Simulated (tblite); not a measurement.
Compound: C₃H₆OS.
Bonds: C1–O2, O2–C3, C3–C4, C3–S5 (double). Hydrogens: H6, H7, H8 on C1; H9, H10, H11 on C4.

Computed with GFN2-xTB (tblite), gas phase: Langevin dynamics at 300 K from the optimised GFN2-xTB geometry, time step 0.5 fs, friction 0.01 fs⁻¹, 2000 steps. The instantaneous temperature is 2·E(kin)/(3Nk) with all 3N coordinates.

```json
{"t (fs)": "0", "T (K)": "263", "E(pot) above start (eV)": "0.000", "C1–O2 (Å)": "1.414", "O2–C3 (Å)": "1.325", "C3–C4 (Å)": "1.494", "C3=S5 (Å)": "1.630", "C1–H6 (Å)": "1.087", "C1–O2–C3–C4 (°)": "-179"}
{"t (fs)": "50", "T (K)": "278", "E(pot) above start (eV)": "0.253", "C1–O2 (Å)": "1.422", "O2–C3 (Å)": "1.363", "C3–C4 (Å)": "1.504", "C3=S5 (Å)": "1.666", "C1–H6 (Å)": "1.114", "C1–O2–C3–C4 (°)": "-177"}
{"t (fs)": "100", "T (K)": "256", "E(pot) above start (eV)": "0.289", "C1–O2 (Å)": "1.419", "O2–C3 (Å)": "1.335", "C3–C4 (Å)": "1.507", "C3=S5 (Å)": "1.684", "C1–H6 (Å)": "1.047", "C1–O2–C3–C4 (°)": "-176"}
{"t (fs)": "150", "T (K)": "269", "E(pot) above start (eV)": "0.314", "C1–O2 (Å)": "1.440", "O2–C3 (Å)": "1.301", "C3–C4 (Å)": "1.483", "C3=S5 (Å)": "1.696", "C1–H6 (Å)": "1.111", "C1–O2–C3–C4 (°)": "170"}
{"t (fs)": "200", "T (K)": "287", "E(pot) above start (eV)": "0.243", "C1–O2 (Å)": "1.408", "O2–C3 (Å)": "1.318", "C3–C4 (Å)": "1.514", "C3=S5 (Å)": "1.649", "C1–H6 (Å)": "1.084", "C1–O2–C3–C4 (°)": "-168"}
{"t (fs)": "250", "T (K)": "276", "E(pot) above start (eV)": "0.287", "C1–O2 (Å)": "1.438", "O2–C3 (Å)": "1.335", "C3–C4 (Å)": "1.467", "C3=S5 (Å)": "1.625", "C1–H6 (Å)": "1.077", "C1–O2–C3–C4 (°)": "-161"}
{"t (fs)": "300", "T (K)": "384", "E(pot) above start (eV)": "0.247", "C1–O2 (Å)": "1.370", "O2–C3 (Å)": "1.343", "C3–C4 (Å)": "1.489", "C3=S5 (Å)": "1.631", "C1–H6 (Å)": "1.082", "C1–O2–C3–C4 (°)": "164"}
{"t (fs)": "350", "T (K)": "343", "E(pot) above start (eV)": "0.270", "C1–O2 (Å)": "1.442", "O2–C3 (Å)": "1.327", "C3–C4 (Å)": "1.480", "C3=S5 (Å)": "1.576", "C1–H6 (Å)": "1.098", "C1–O2–C3–C4 (°)": "-176"}
{"t (fs)": "400", "T (K)": "214", "E(pot) above start (eV)": "0.373", "C1–O2 (Å)": "1.350", "O2–C3 (Å)": "1.322", "C3–C4 (Å)": "1.502", "C3=S5 (Å)": "1.604", "C1–H6 (Å)": "1.092", "C1–O2–C3–C4 (°)": "-163"}
{"t (fs)": "450", "T (K)": "273", "E(pot) above start (eV)": "0.246", "C1–O2 (Å)": "1.436", "O2–C3 (Å)": "1.329", "C3–C4 (Å)": "1.463", "C3=S5 (Å)": "1.604", "C1–H6 (Å)": "1.119", "C1–O2–C3–C4 (°)": "-179"}
{"t (fs)": "500", "T (K)": "383", "E(pot) above start (eV)": "0.362", "C1–O2 (Å)": "1.386", "O2–C3 (Å)": "1.399", "C3–C4 (Å)": "1.468", "C3=S5 (Å)": "1.644", "C1–H6 (Å)": "1.069", "C1–O2–C3–C4 (°)": "174"}
{"t (fs)": "550", "T (K)": "302", "E(pot) above start (eV)": "0.362", "C1–O2 (Å)": "1.412", "O2–C3 (Å)": "1.390", "C3–C4 (Å)": "1.536", "C3=S5 (Å)": "1.607", "C1–H6 (Å)": "1.117", "C1–O2–C3–C4 (°)": "-178"}
{"t (fs)": "600", "T (K)": "267", "E(pot) above start (eV)": "0.360", "C1–O2 (Å)": "1.470", "O2–C3 (Å)": "1.350", "C3–C4 (Å)": "1.585", "C3=S5 (Å)": "1.642", "C1–H6 (Å)": "1.067", "C1–O2–C3–C4 (°)": "176"}
{"t (fs)": "650", "T (K)": "322", "E(pot) above start (eV)": "0.313", "C1–O2 (Å)": "1.426", "O2–C3 (Å)": "1.324", "C3–C4 (Å)": "1.545", "C3=S5 (Å)": "1.656", "C1–H6 (Å)": "1.087", "C1–O2–C3–C4 (°)": "167"}
{"t (fs)": "700", "T (K)": "364", "E(pot) above start (eV)": "0.316", "C1–O2 (Å)": "1.405", "O2–C3 (Å)": "1.361", "C3–C4 (Å)": "1.467", "C3=S5 (Å)": "1.634", "C1–H6 (Å)": "1.078", "C1–O2–C3–C4 (°)": "-178"}
{"t (fs)": "750", "T (K)": "406", "E(pot) above start (eV)": "0.270", "C1–O2 (Å)": "1.412", "O2–C3 (Å)": "1.360", "C3–C4 (Å)": "1.451", "C3=S5 (Å)": "1.604", "C1–H6 (Å)": "1.075", "C1–O2–C3–C4 (°)": "-161"}
{"t (fs)": "800", "T (K)": "262", "E(pot) above start (eV)": "0.387", "C1–O2 (Å)": "1.413", "O2–C3 (Å)": "1.323", "C3–C4 (Å)": "1.545", "C3=S5 (Å)": "1.614", "C1–H6 (Å)": "1.091", "C1–O2–C3–C4 (°)": "175"}
{"t (fs)": "850", "T (K)": "267", "E(pot) above start (eV)": "0.468", "C1–O2 (Å)": "1.437", "O2–C3 (Å)": "1.367", "C3–C4 (Å)": "1.525", "C3=S5 (Å)": "1.585", "C1–H6 (Å)": "1.056", "C1–O2–C3–C4 (°)": "174"}
{"t (fs)": "900", "T (K)": "206", "E(pot) above start (eV)": "0.559", "C1–O2 (Å)": "1.369", "O2–C3 (Å)": "1.328", "C3–C4 (Å)": "1.519", "C3=S5 (Å)": "1.612", "C1–H6 (Å)": "1.103", "C1–O2–C3–C4 (°)": "177"}
{"t (fs)": "950", "T (K)": "273", "E(pot) above start (eV)": "0.375", "C1–O2 (Å)": "1.438", "O2–C3 (Å)": "1.362", "C3–C4 (Å)": "1.462", "C3=S5 (Å)": "1.617", "C1–H6 (Å)": "1.055", "C1–O2–C3–C4 (°)": "178"}
{"t (fs)": "1000", "T (K)": "214", "E(pot) above start (eV)": "0.303", "C1–O2 (Å)": "1.417", "O2–C3 (Å)": "1.308", "C3–C4 (Å)": "1.538", "C3=S5 (Å)": "1.648", "C1–H6 (Å)": "1.135", "C1–O2–C3–C4 (°)": "170"}
```

Q: From 500 fs on, how do temperature and potential energy compare with equipartition?

A: The mean temperature of these 11 frames is 297 K against the target 300 K, and the mean potential energy 0.37 eV against 27 × kT/2 = 0.35 eV for 27 classical harmonic modes. For 11 atoms in a canonical ensemble the temperature itself scatters by T·√(2/(3N)) = 74 K; here its standard deviation is 63 K. The whole run lasts only 10 friction times of 100 fs, so these averages carry a wide statistical error.

Q: What are the kinetic and total energies of the listed frame with the highest potential energy?

A: The one at 900 fs, 0.559 eV above the start. Its kinetic energy is 3NkT/2 = 0.293 eV at 206 K, so the sum is 0.85 eV; over the listed frames the sum runs from 0.37 to 0.91 eV, since the thermostat adds and removes energy.

Q: How much do the listed bonds fluctuate from 500 fs on?

A: 
```
 bond  at the start (Å)  mean (Å)  standard deviation (Å)
C1–O2             1.414     1.417                   0.026
O2–C3             1.325     1.352                   0.028
C3–C4             1.494     1.513                   0.042
C3=S5             1.630     1.624                   0.021
C1–H6             1.087     1.085                   0.024
```

The motion is classical and holds no zero-point motion.

What follows is the cost of the whole dynamics run. Time: 3.7 s of wall time; peak memory 0.18 GiB. Hardware: one thread of an AMD EPYC 9R45, no GPU, shared host.
